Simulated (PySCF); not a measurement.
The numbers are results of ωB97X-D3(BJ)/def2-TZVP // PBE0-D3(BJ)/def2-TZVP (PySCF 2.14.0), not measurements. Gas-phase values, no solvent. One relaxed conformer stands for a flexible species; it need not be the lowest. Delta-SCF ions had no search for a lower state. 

Reference species (SMILES): `OB(O)Cl` (H–O–B–Cl torsion 180°, Cl–B–O–H torsion 0°) (neutral, multiplicity 1).

HOMO: -11.70 eV
S1 oscillator strength: 0.000
vertical ionisation energy (Delta-SCF): 12.08 eV

Changed species: `B(Cl)(Cl)Cl` (0 of 3 Cl replaced by OH; the reference has 2 of 3 Cl replaced by OH).

Question: What does the change do to the HOMO, S1 oscillator strength and vertical ionisation energy (Delta-SCF)?

Answer: the HOMO goes up by 0.11 eV, to -11.59 eV; the S1 oscillator strength hardly moves; the vertical ionisation energy (Delta-SCF) drops by 0.26 eV, to 11.82 eV.
